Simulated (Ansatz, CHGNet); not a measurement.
How well does each level of theory give the c axis length of 2H MoTe2?

Reference value: 13.974 Å (measured, 300 K, not corrected to a static lattice; as tabulated in arXiv:1605.07067).

```csv
level (code),value (Å)
CHGNet-r²SCAN,14.817
LDA (Ansatz),___
PBE (Ansatz),15.342
rVV10 (Ansatz),14.221
r²SCAN (Ansatz),14.731
```

**Question.** Complete the blanks.

**Answer.** 
- LDA (Ansatz, a program for electronic structure), value (Å): 13.772

Differences against the reference: CHGNet-r²SCAN +6.03 %, LDA -1.45 %, PBE +9.79 %, rVV10 +1.77 %, r²SCAN +5.42 %.

The reference is not for a static lattice or low temperature, so close values are not ranked against it. Off by more than 1.75 %, or 2.45 % on the side where a correction would as a rule narrow the miss (bounds picked here): PBE (+9.79 %), CHGNet-r²SCAN (+6.03 %), r²SCAN (+5.42 %), rVV10 (+1.77 %).

The reference isn't brought to a static lattice, while the calculations are for one, so the differences are not the levels' errors alone.  LDA: LDA has no dispersion term either, though it tends to give short spacings of layers, chains or molecules. PBE, r²SCAN: for a layered or molecular solid the relaxed cell lies over 5 % above the published volume, where the minimum can be shallow. PBE, r²SCAN: the cell comes from a level without a dispersion term, which matters for the spacing of layers, chains or molecules. Cutoffs differ between the levels. Ansatz's density-functional and Hartree–Fock values are scalar-relativistic unless marked +SOC, with PAW data made under PBE.

Machine-learned potentials (CHGNet-r²SCAN) are trained on DFT data: a solid inside that data is no test of them.

Differences are worked out from the printed values.
